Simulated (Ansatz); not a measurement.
Basis-set extrapolation for F₃NS, SMILES `N#S(F)(F)F` (PBE0-D4/def2-TZVP geometry, frozen core, Ansatz). Multiplicity 1, RHF reference.

```json
{"": "HF", "def2-TZVPP": "-750.323123", "def2-QZVPP": "-750.353401"}
{"": "MP2 correlation", "def2-TZVPP": "-1.157272", "def2-QZVPP": "-1.262473"}
{"": "CCSD(T) correlation", "def2-TZVPP": "-1.195219", "def2-QZVPP": "not run"}
```

Energies in hartree. Use E(X) = E(∞) + A·exp(−7.88·√X) for Hartree–Fock and E(X) = E(∞) + B·X^(−2.97) for correlation, with X = 3 and 4, and add CCSD(T) minus MP2 of the smaller set to the MP2 limit.

Problem. What is the CCSD(T) energy at the basis-set limit?

Solution. HF limit: -750.353401 + (-0.030278) × 0.13774 = -750.35757. MP2 limit: -1.262473 + (-0.105201) × 0.74074 = -1.34040. Higher-order term: -1.195219 − (-1.157272) = -0.03795. Total: -751.73592 hartree, 571.3 kJ/mol below CCSD(T)/def2-TZVPP.
